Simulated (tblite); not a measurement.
Input of a run (GFN2-xTB geometry optimisation, gas phase (tblite 0.8.0)), started from a force field or distance geometry:
```
{"job": {"kind": "relax", "xc": "GFN2-xTB", "basis": "xTB"}, "charge": 0, "multiplicity": 2}
C     -1.881400    -0.005500    -0.528500
C     -0.624600     0.298500     0.199500
C      0.602600    -0.141700    -0.614000
C      1.795700     0.213000     0.206600
H     -2.532500     0.890200    -0.707200
H     -2.483500    -0.726800     0.045800
H     -1.649500    -0.397400    -1.548000
H     -0.536100    -0.189700     1.198200
H      0.565000     0.384000    -1.590100
H      0.515800    -1.221000    -0.835200
H      1.455200     0.493900     1.226600
H      2.454500    -0.678700     0.272200
H      2.314400     1.081700    -0.205000
```

Output (eV, eV/Å):
```
step      E/eV     max force
  0    -355.04871    2.548
  1    -355.23019    1.586
  2    -355.31346    0.823
  3    -355.36096    0.526
  4    -355.40535    0.627
  5    -355.45507    0.688
  6    -355.50510    0.676
  7    -355.53836    0.452
  8    -355.56086    0.326
  9    -355.57368    0.255
 10    -355.58053    0.182
 11    -355.58409    0.155
 12    -355.58643    0.146
 13    -355.58850    0.127
 14    -355.59037    0.134
 15    -355.59162    0.090
 16    -355.59232    0.059
 17    -355.59283    0.056
 18    -355.59331    0.057
 19    -355.59383    0.062
 20    -355.59440    0.058
 21    -355.59498    0.069
 22    -355.59551    0.060
 23    -355.59597    0.059
 24    -355.59630    0.041
 25    -355.59648    0.033
 26    -355.59660    0.030
 27    -355.59672    0.036
 28    -355.59685    0.037
 29    -355.59700    0.039
 30    -355.59720    0.041
 31    -355.59750    0.047
 32    -355.59803    0.071
 33    -355.59901    0.099
 34    -355.60079    0.151
 35    -355.60266    0.245
 36    -355.60588    0.226
 37    -355.61246    0.244
 38    -355.61542    0.383
 39    -355.62198    0.300
 40    -355.62860    0.215
 41    -355.63480    0.208
 42    -355.64615    0.240
 43    -355.65127    0.167
 44    -355.65584    0.353
 45    -355.66108    0.216
 46    -355.66516    0.202
 47    -355.67437    0.177
 48    -355.67699    0.119
 49    -355.68045    0.182
 50    -355.68490    0.145
 51    -355.68792    0.129
 52    -355.69097    0.116
 53    -355.69264    0.144
 54    -355.69389    0.098
 55    -355.69541    0.086
 56    -355.69757    0.076
 57    -355.69949    0.075
 58    -355.70060    0.081
 59    -355.70130    0.057
 60    -355.70169    0.063
 61    -355.70201    0.045
 62    -355.70233    0.039
 63    -355.70254    0.033
 64    -355.70262    0.026
 65    -355.70271    0.019
 66    -355.70279    0.017
 67    -355.70283    0.011
 68    -355.70284    0.006
```

Question: Summarise the run.

Answer: The energy falls by 63.1 kJ/mol over 68 L-BFGS steps, the largest force on an atom goes from 2.55 to 0.006 eV/Å, and the atoms move by 0.449 Å rms after alignment. The bond that changes most is C2–C3 (ends: carbon bonded to 2 C and H; carbon bonded to 2 C and 2 H), which shortens by 0.057 Å. Bonds longer at the end by more than 0.005 Å: 1 of 12; shorter: 8. Among the angles that change most is C3–C2–H8, from 106.6° to 119.1°. Among the dihedrals that turn most is H5–C1–C2–H8, from 116° to 56°. The energy never rose by more than 1e-5 eV on the way. The first step brought 28 % of the lowering.

Question: What are the final bond lengths?

Answer: C1–C2 1.479 Å, C2–C3 1.480 Å, C3–C4 1.526 Å, C1–H5 1.094 Å, C1–H6 1.097 Å, C1–H7 1.088 Å, C2–H8 1.076 Å, C3–H9 1.097 Å, C3–H10 1.103 Å, C4–H11 1.088 Å, C4–H12 1.088 Å, C4–H13 1.087 Å. Numbering counts from 1 in the input's order; the species is `C[CH]CC` [radical].

Its lowest GFN2-xTB frequency is 6i cm⁻¹, too small to tell a flat minimum from a shallow saddle.

One conformer stands for the species.

The numbers are calculated, not measured.
